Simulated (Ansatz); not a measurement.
We consider cubic perovskite KTaO3, described by r²SCAN+SOC (Ansatz, a quantum-chemistry and plane-wave program, PAW).

Settings: plane-wave cutoff 560 eV, 8×8×8 k mesh, Fermi–Dirac smearing 0.01 eV, PAW data made under PBE.

Energies at three volumes about the minimum:

| V (Å³/atom) | E − E_lowest (meV/atom) |
|---|---|
| 12.439 | 3.44 |
| 12.693 | 0.00 |
| 12.947 | 3.20 |

**Question.** Fit a parabola by hand: where is the minimum, what lattice constant follows, and what is the bulk modulus?

**Answer.** Slopes: (0.00 − 3.44)/(12.693 − 12.439) = -13.543 and (3.20 − 0.00)/(12.947 − 12.693) = 12.598 meV/Å³. Curvature E″ = 2 × (12.598 − (-13.543))/(12.947 − 12.439) = 102.917 meV/Å⁶. From the middle of the first interval, the slope vanishes at V0 = 12.5660 − (-13.543)/102.917 = 12.698 Å³/atom. B = V0 E″ = 12.698 × 102.917 meV/Å³ × 0.1602 GPa per meV/Å³ = 209 GPa. With 5 atoms in the cube, a = (5 × 12.698)^(1/3) = 3.989 Å. The full Birch–Murnaghan fit to all volumes gives V0 = 12.693 Å³/atom and B0 = 209 GPa.

Measured, for comparison: bulk modulus 220 GPa (temperature not stated, no zero-point or thermal correction; as tabulated in Tinte et al. (1998), arXiv:cond-mat/9809379). Computed less measured: bulk modulus -5 %.

Note: the relaxation could not lower the start's symmetry, so the cell can be a saddle point above a distorted one.
